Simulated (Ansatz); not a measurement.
Two structures of CH3BLi

Structure a: a doublet given by its coordinates. Structure b: a doublet given by its coordinates. Both are isolated molecules in the gas phase, relaxed with PBE0-D3(BJ)/def2-SVP.

a (Å):

```
atom    x (Å)    y (Å)    z (Å)
   C   1.1434   0.3524  -2.2223
   B   1.1707   1.7588  -2.5601
  Li  -0.3920   1.2119  -1.2555
   H   1.9776   2.6154  -2.8145
   H   0.2572  -0.3136  -2.1865
   H   2.0651  -0.2454  -2.1683
```

Close contacts (Å): C1–B2 1.45, C1–Li3 2.01, B2–Li3 2.11, C1–H5 1.11, C1–H6 1.10, B2–H4 1.20, Li3–H5 1.90.

b (Å):

| atom | x (Å) | y (Å) | z (Å) |
| --- | --- | --- | --- |
| C | 1.1302 | 1.7304 | -2.5467 |
| B | 1.2972 | 0.3495 | -2.1951 |
| Li | -0.3662 | 1.2520 | -1.4031 |
| H | 1.4792 | 2.6170 | -3.0717 |
| H | 2.2350 | -0.3208 | -2.5812 |
| H | 0.4927 | -0.2643 | -1.4663 |

Close contacts (Å): C1–B2 1.43, C1–Li3 1.94, B2–Li3 2.05, C1–H4 1.09, B2–H5 1.22, B2–H6 1.25, Li3–H6 1.74.

Energies in hartree; the thermal terms are from PBE0-D3(BJ)/def2-SVP harmonic frequencies (ideal gas, rigid rotor, one conformer each, 298.15 K, 1 atm) and include the zero-point energy:

```
                              a          b
E, CCSD(T)/def2-TZVP  −72.040433  −72.035373
   zero-point energy    0.035778    0.033744
        H(298 K) − E    0.041016    0.039185
        G(298 K) − E    0.010708    0.008084
```

**Question.** Work out ΔE, ΔE₀, ΔH and ΔG for a → b in kJ/mol (1 Eh = 2625.50 kJ/mol) and the equilibrium ratio [b]/[a].

**Answer.** 1. ΔE = −72.035373 − (−72.040433) = +0.005060 Eh = +13.29 kJ/mol.
2. ΔE₀ = ΔE + ΔZPE = +0.005060 + (−0.002034) Eh = +7.94 kJ/mol.
3. ΔH = ΔE + (−0.001831) Eh = +8.48 kJ/mol.
4. ΔG = ΔE + (−0.002624) Eh = +6.40 kJ/mol, so ΔS = (ΔH − ΔG)/T = +7.0 J/(mol K).
5. kT = 0.9442 mEh, so K = [b]/[a] = exp(−ΔG/kT) = exp(−2.58) ≈ 0.076.

Structure a is favoured at this temperature. An error of 4 kJ/mol in ΔG would change K by a factor of 5. Mirror images and further conformers aren't counted.

Other levels gave ΔE = +16.0 (PBE0-D3(BJ)/def2-SVP); +4.9 (HF/def2-TZVP); +28.8 (MP2/def2-TZVP) kJ/mol. Open shells are spin-unrestricted, with notable spin contamination. The correlated steps freeze 2 core orbitals; the last core shell of Li is correlated, in a basis made for valence electrons. Programs: Ansatz 0.2.0.
